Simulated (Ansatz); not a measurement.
## H3N, SMILES N: the energy of protonation at one site, step by step

Program: Ansatz 0.2.0, Python API.

Contents of `h3n.xyz`:
```text
4

N    -0.06816    0.24283    0.10806
H     0.49193   -0.30047    0.75338
H    -0.89196   -0.30062   -0.11835
H     0.46819    0.35825   -0.74309
```

The cells in order, each with its output:

**Cell 1**
```python
import ansatz as az
import numpy as np
```

**Cell 2**
```python
mol = az.Crystal.molecule_from_extxyz("h3n.xyz")
```

**Cell 3**
```python
job = (
    mol.calculation()
    .basis(gaussian="cc-pVDZ")  # the orbital basis, by name
    .correlation("mp2")  # correlation on top of the mean field
)
symbols = [site.symbol for site in mol.cartesian_sites]
start = np.array([site.position_ang for site in mol.cartesian_sites], dtype=float)
summary = job.relax(force_tolerance=0.01).run(threads=1, backend="cpu").report
end = np.array(summary["positions_ang"])
```

**Cell 4**
```python
# put the proton on the side away from the neighbours, slightly off axis
away = sum((end[0] - end[j]) / np.linalg.norm(end[0] - end[j]) for j in [1, 2, 3]) + np.array([0.15, 0.1, -0.2])
proton = end[0] + 1.0 * away / np.linalg.norm(away)
acid = az.Crystal.molecule()
for symbol, place in zip(symbols, end):
    acid = acid.atom(symbol, place.tolist())
acid = acid.atom("H", proton.tolist())
protonated = acid.calculation()
protonated = protonated.basis(gaussian="cc-pVDZ")
protonated = protonated.correlation("mp2")
protonated = protonated.charge(1)
protonated = protonated.relax(force_tolerance=0.01, max_steps=80)
after = protonated.run(threads=1, backend="cpu").report
xyz = np.array(after["positions_ang"])
reach = np.linalg.norm(xyz[:-1] - xyz[-1], axis=1)
print(f"base {summary['free_energy_ev']:.5f} eV, protonated {after['free_energy_ev']:.5f} eV")
print(f"the proton ends {reach.min():.3f} A from {symbols[reach.argmin()]}{reach.argmin()}")
print(f"electronic proton affinity {23.060548 * (summary['free_energy_ev'] - after['free_energy_ev']):.1f} kcal/mol")
```
Output:
```text
base -1534.24611 eV, protonated -1543.72055 eV
the proton ends 1.030 A from N0
electronic proton affinity 218.5 kcal/mol
```

Notes:
- Total energies depend on the basis set; only differences at equal settings carry meaning.
- The proton is put on one chosen atom, which needn't be the most basic site, so the molecule's proton affinity can be higher; the ends are stationary points, not checked by frequencies, and zero-point and thermal terms count only where printed.
- Run time: 4.6 s on 1 thread of Intel(R) Xeon(R) Platinum 8259CL CPU @ 2.50GHz (Skylake/Cascade Lake), with other jobs on the host, peak memory 0.17 GiB.
